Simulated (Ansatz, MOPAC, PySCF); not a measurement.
Reaction (SMILES): C=CC=C [buta-1,3-diene] + 5 [H][H] (H2) -> 4 C (CH4)

Wanted: energy of full hydrogenation (enthalpy at 298 K), in kcal/mol. Set-up: six Cartesian d functions in 6-31G* and its kin unless marked 5d; dispersion terms only where a functional's name holds one; no spin-orbit coupling; non-relativistic. Ab initio and DFT rows: single points at B3LYP-D3(BJ) geometries (Ansatz, a quantum-chemistry and plane-wave program), with unscaled harmonic terms from B3LYP/6-31G* at its own minima. Semi-empirical rows: MOPAC heats of formation at their own minima for 298 K.

```
species      coefficient  E at M06-2X/6-31G* (5d) (PySCF), Eh  E at PBE0/def2-TZVPD (Ansatz), Eh  H(298 K) - E, kcal/mol  heat of formation at PM3 (MOPAC), kcal/mol
-----------  -----------  -----------------------------------  ---------------------------------  ----------------------  ------------------------------------------
C=CC=C                -1                           -155.90142                         -155.84893                   57.14                                       30.99
[H][H] (H2)           -5                             -1.16368                           -1.16825                    8.44                                      -13.39
C (CH4)               +4                            -40.48157                          -40.47422                   30.76                                      -13.03
```

Measured values: Active Thermochemical Tables 1.112 (ions: stationary electron), as tabulated in the package chemicals; G2/97 table in ASE (Curtiss et al.); they hold spin-orbit and core effects, anharmonicity and other conformers.  Value to compare with, the measured value: -97.6 kcal/mol. 1 Eh = 627.5095 kcal/mol.

Q: Compute it at each level from the table, and compare with the measured value.

A: 
- M06-2X/6-31G* (5d): the sum of coefficient times E is -0.20646 Eh, or -129.56 kcal/mol; the thermal terms add 23.70. Result: -105.9 kcal/mol. Its error against the measured value is -8.3 kcal/mol.
- PBE0/def2-TZVPD: the sum of coefficient times E is -0.20670 Eh, or -129.71 kcal/mol; the thermal terms add 23.70. Result: -106.0 kcal/mol. Its error against the measured value is -8.4 kcal/mol.
- PM3: the sum of coefficient times heat of formation is -16.16 kcal/mol; it needs no thermal term. Its error against the measured value is 81.4 kcal/mol.
